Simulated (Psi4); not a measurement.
**BH3 (borane): CAM-B3LYP/def2-TZVPPD**

Aim: the energy change on altering one bond length of BH3 (borane) at CAM-B3LYP/def2-TZVPPD, from 2 runs. 

The calculation is run with Psi4 1.11.

## Step 1: The system as given

BH3: 4 atoms, total charge 0, spin state singlet. As SMILES, `B`. The coordinates come from a PBE0-D4/def2-TZVP relaxation.

Bond lengths: B1–H2 1.193 Å, B1–H3 1.193 Å, B1–H4 1.193 Å. Angles: H2–B1–H3 120.0°, H2–B1–H4 120.0°, H3–B1–H4 120.0°.

## Step 2: Energy and gradient at CAM-B3LYP/def2-TZVPPD

calc.py reads:

```python
import psi4

psi4.set_memory(1600000000)
psi4.set_num_threads(1)
psi4.set_output_file('output.dat', False)

geom = psi4.geometry("""
0 1
B      0.013900    -0.015100    -0.005100
H      0.982200     0.381700     0.568800
H     -0.276200    -1.171800     0.043000
H     -0.664400     0.744900    -0.626900
symmetry c1
""")

options = {'basis': 'def2-TZVPPD', 'puream': True, 'e_convergence': 1e-09, 'd_convergence': 1e-08, 'scf_type': 'pk', 'dft_radial_points': 99, 'dft_spherical_points': 590}
psi4.set_options(options)

E, wfn = psi4.gradient('cam-b3lyp', return_wfn=True)
psi4.oeprop(wfn, 'MULLIKEN_CHARGES', 'WIBERG_LOWDIN_INDICES', 'LOWDIN_CHARGES', title='CAM-B3LYP')
print('gradient / Eh bohr^-1')
print(E.np.round(6))
print(f'energy = {wfn.energy():.10f} Eh')
for k, v in sorted(psi4.core.scalar_variables().items()):
    print(f'{k:45s} {v:18.10f}')
```

On the command line:

```sh
$ python calc.py
```

output.dat:

```text
[...]
  Running in c1 symmetry.
[...]
  Nuclear repulsion =    7.418838234776623
[...]
  Multiplicity = 1
[...]
  Nalpha       = 4
  Nbeta        = 4
[...]
    Number of basis functions: 88
[...]
   @RKS iter   1:   -26.56533167321017   -6.00570e-01   2.30907e-03 ADIIS/DIIS
[...]
   @RKS iter   7:   -26.59224259927455   -3.04503e-11   4.67490e-09 DIIS
[...]
    Orbital Energies [Eh]
    ---------------------
    Doubly Occupied:
       1A     -6.838264     2A     -0.591451     3A     -0.420681
       4A     -0.420672
[...]
  @RKS Final Energy:   -26.59224259927455
   => Energetics <=
    Nuclear Repulsion Energy =              7.4188382347766231
    One-Electron Energy =                 -49.0738246198193337
    Two-Electron Energy =                  18.6297508888163392
    DFT Exchange-Correlation Energy =      -3.5670071030481756
    Empirical Dispersion Energy =           0.0000000000000000
    VV10 Nonlocal Energy =                  0.0000000000000000
    Total Energy =                        -26.5922425992745488
[...]
 Multipole Moments:
 ------------------------------------------------------------------------------------
     Multipole            Electronic (a.u.)      Nuclear  (a.u.)        Total (a.u.)
 ------------------------------------------------------------------------------------
 L = 1.  Multiply by 2.5417464519 to convert [e a0] to [Debye]
 Dipole X            :          0.0001045           -0.0000804            0.0000241
 Dipole Y            :         -0.0000916            0.0000804           -0.0000112
 Dipole Z            :         -0.0002218            0.0001608           -0.0000610
 Magnitude           :                                                    0.0000665
[...]
  -Total Gradient:
     Atom            X                  Y                   Z
    ------   -----------------  -----------------  -----------------
       1        0.000000477481     0.000002331389    -0.000022740554
       2        0.002339676586     0.000966719611     0.001392306832
       3       -0.000707383247    -0.002802034443     0.000120661410
       4       -0.001632761160     0.001832982201    -0.001490220799
[...]
  Mulliken Charges: (a.u.)
   Center  Symbol    Alpha    Beta     Spin     Total
       1     B     2.57428  2.57428  0.00000 -0.14855
       2     H     0.47525  0.47525  0.00000  0.04951
       3     H     0.47525  0.47525  0.00000  0.04951
       4     H     0.47523  0.47523  0.00000  0.04954
   Total alpha =  4.00000, Total beta =  4.00000, Total charge =  0.00000
  Lowdin Charges: (a.u.)
   Center  Symbol    Alpha    Beta     Spin     Total
       1     B     2.38051  2.38051  0.00000  0.23899
       2     H     0.53983  0.53983  0.00000 -0.07966
[...]
```

Standard output:

```text
gradient / Eh bohr^-1
[[ 0.000e+00  2.000e-06 -2.300e-05]
 [ 2.340e-03  9.670e-04  1.392e-03]
 [-7.070e-04 -2.802e-03  1.210e-04]
 [-1.633e-03  1.833e-03 -1.490e-03]]
energy = -26.5922425993 Eh
CURRENT ENERGY                                    -26.5922425993
CURRENT REFERENCE ENERGY                          -26.5922425993
DD SOLVATION ENERGY                                 0.0000000000
DFT FUNCTIONAL TOTAL ENERGY                       -26.5922425993
DFT TOTAL ENERGY                                  -26.5922425993
DFT VV10 ENERGY                                     0.0000000000
DFT XC ENERGY                                      -3.5670071030
GRID ELECTRONS ALPHA                                3.9999999973
GRID ELECTRONS BETA                                 3.9999999973
GRID ELECTRONS TOTAL                                7.9999999946
NUCLEAR REPULSION ENERGY                            7.4188382348
ONE-ELECTRON ENERGY                               -49.0738246198
PCM POLARIZATION ENERGY                             0.0000000000
PE ENERGY                                           0.0000000000
SCF ITERATION ENERGY                              -26.5922425993
SCF ITERATIONS                                      7.0000000000
SCF TOTAL ENERGY                                  -26.5922425993
TWO-ELECTRON ENERGY                                18.6297508888
XC GRID RADIAL POINTS                              99.0000000000
XC GRID SPHERICAL POINTS                          590.0000000000
XC GRID TOTAL POINTS                           227306.0000000000
```

Run time: 10 s. Hardware: 1 thread of Intel Xeon 6975P-C (Granite Rapids), shared host; peak memory 0.95 GiB.

## Step 3: The distorted shape, same level

calc.inp reads:

```
memory 1600 mb

molecule system {
  0 1
  B
  H 1 r2
  H 1 r3 2 a3
  H 1 r4 2 a4 3 d4

  r2 = 1.193489
  r3 = 1.7902
  a3 = 120.00312
  r4 = 1.193451
  a4 = 119.99514
  d4 = 179.98696
  symmetry c1
  no_reorient
  no_com
}

set globals {
  basis def2-TZVPPD
  reference rks
  puream true
  e_convergence 1e-09
  d_convergence 1e-08
  scf_type pk
  dft_radial_points 99
  dft_spherical_points 590
}

result, w = gradient("cam-b3lyp", return_wfn=True)
oeprop(w, "DIPOLE", "MULLIKEN_CHARGES", "LOWDIN_CHARGES")
```

On the command line:

```sh
$ psi4 calc.inp calc.out -n 1
```

calc.out:

```text
[...]
  Running in c1 symmetry.
[...]
  Nuclear repulsion =    6.574803468149619
[...]
  Multiplicity = 1
[...]
  Nalpha       = 4
  Nbeta        = 4
[...]
    Number of basis functions: 88
[...]
   @RKS iter   1:   -26.50010337688516   -6.36712e-01   1.94057e-03 DIIS/ADIIS
[...]
   @RKS iter   8:   -26.52218514570100   -8.08242e-12   2.98899e-09 DIIS
[...]
    Orbital Energies [Eh]
    ---------------------
    Doubly Occupied:
       1A     -6.894136     2A     -0.587477     3A     -0.440161
       4A     -0.358175
[...]
  @RKS Final Energy:   -26.52218514570100
   => Energetics <=
    Nuclear Repulsion Energy =              6.5748034681496188
    One-Electron Energy =                 -47.2876638949909136
    Two-Electron Energy =                  17.6661636585580659
    DFT Exchange-Correlation Energy =      -3.4754883774177707
    Empirical Dispersion Energy =           0.0000000000000000
    VV10 Nonlocal Energy =                  0.0000000000000000
    Total Energy =                        -26.5221851457010018
[...]
  -Total Gradient:
     Atom            X                  Y                   Z
    ------   -----------------  -----------------  -----------------
       1       -0.000015653412    -0.053985229469     0.031155906586
       2        0.000006161770    -0.006713432004     0.005125003242
       3        0.000003087679     0.068477984318    -0.039541340570
       4        0.000006404467    -0.007779363566     0.003260454257
[...]
 Multipole Moments:
 ------------------------------------------------------------------------------------
     Multipole            Electronic (a.u.)      Nuclear  (a.u.)        Total (a.u.)
 ------------------------------------------------------------------------------------
 L = 1.  Multiply by 2.5417464519 to convert [e a0] to [Debye]
 Dipole X            :         -0.0002287            0.0001891           -0.0000396
 Dipole Y            :         -0.7457250            0.4154143           -0.3303107
 Dipole Z            :          0.4305665           -0.2398525            0.1907140
 Magnitude           :                                                    0.3814145
[...]
  Mulliken Charges: (a.u.)
   Center  Symbol    Alpha    Beta     Spin     Total
       1     B     2.53862  2.53862  0.00000 -0.07724
       2     H     0.46433  0.46433  0.00000  0.07133
       3     H     0.53273  0.53273  0.00000 -0.06545
       4     H     0.46432  0.46432  0.00000  0.07136
   Total alpha =  4.00000, Total beta =  4.00000, Total charge = -0.00000
  Lowdin Charges: (a.u.)
   Center  Symbol    Alpha    Beta     Spin     Total
       1     B     2.40694  2.40694  0.00000  0.18612
       2     H     0.55841  0.55841  0.00000 -0.11682
[...]
```

It took 11 s on 1 thread of Intel Xeon 6975P-C (Granite Rapids), shared host; peak memory 0.94 GiB.

## Step 4: What came out

At CAM-B3LYP/def2-TZVPPD:

| quantity | value |
| --- | --- |
| first shape: total energy | -26.59224 Eh |
| first shape: dipole moment | 0.00 D |
| first shape: HOMO energy | -11.45 eV |
| first shape: LUMO energy | -0.89 eV |
| first shape: HOMO–LUMO gap | 10.56 eV |
| first shape: largest force on an atom | 0.149 eV/Å |
| distorted shape: total energy | -26.52219 Eh |
| distorted shape: dipole moment | 0.97 D |
| distorted shape: HOMO energy | -9.75 eV |
| distorted shape: LUMO energy | -1.19 eV |
| distorted shape: HOMO–LUMO gap | 8.56 eV |
| distorted shape: largest force on an atom | 4.066 eV/Å |
| energy change with the B1–H3 bond stretched from 1.193 to 1.790 Å | 1.906 eV |

**Reading.** With the B1–H3 bond stretched from 1.193 to 1.790 Å the energy rises by 1.91 eV (184 kJ/mol). The first shape isn't relaxed at this level, so the change isn't measured from a minimum. Mulliken charges (first shape) run from -0.15 on B1 to +0.05 on H4; in a basis this large or diffuse they mean little. Mulliken charges (distorted shape) run from -0.08 on B1 to +0.07 on H4; in a basis this large or diffuse they mean little.
